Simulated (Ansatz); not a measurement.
# ClH2MgO: the cost of one run

Program: Ansatz 0.2.0, Gaussian basis. Level of theory: revPBE-D4/cc-pVDZ. These are calculated values, not measurements.

**1. Where the work starts**

5 atoms, charge 1, spin multiplicity 1.

Atoms are counted from 1 here; the program's logs count them from 0.

Bond lengths: O1–Mg2 1.921 Å, O1–H4 0.971 Å, O1–H5 0.971 Å, Mg2–Cl3 2.075 Å. Angles: Mg2–O1–H4 127.3°, Mg2–O1–H5 127.2°, H4–O1–H5 105.5°, O1–Mg2–Cl3 179.2°.

Geometry (Å):

```xyz
5
ClH2MgO
O    -0.64361    0.55457   -0.42105
Mg    0.66455   -0.56087    0.43635
Cl    2.06279   -1.79025    1.35162
H    -1.34036    1.07951    0.00611
H    -0.74337    0.71704   -1.37303
```

**2. Dynamics**

The input, md/in.yaml:

```yaml
crystal:
  periodic: [false, false, false]
  atoms:
    - {symbol: O, position_ang: [-0.643610, 0.554570, -0.421050]}
    - {symbol: Mg, position_ang: [0.664550, -0.560870, 0.436350]}
    - {symbol: Cl, position_ang: [2.062790, -1.790250, 1.351620]}
    - {symbol: H, position_ang: [-1.340360, 1.079510, 0.006110]}
    - {symbol: H, position_ang: [-0.743370, 0.717040, -1.373030]}
basis:
  gaussian: {orbitals: cc-pVDZ}
total_charge: 1
hamiltonian: {xc: {name: revPBE}, dispersion: d4}
md: {n_steps: 30, timestep: 0.25, temperature: 500, ensemble: nve, seed: 895, initial_velocities: maxwell_boltzmann}
```

Command:

```console
$ ansatz run in.yaml --threads 2 --pin off --events-out ev --progress --plain --max-ram 3481MiB
```

**Question.** How long does this run take on 2 threads of Arm Neoverse V1, shared host, and how much memory does it need?

About 23 s, with a peak of 0.11 GiB.
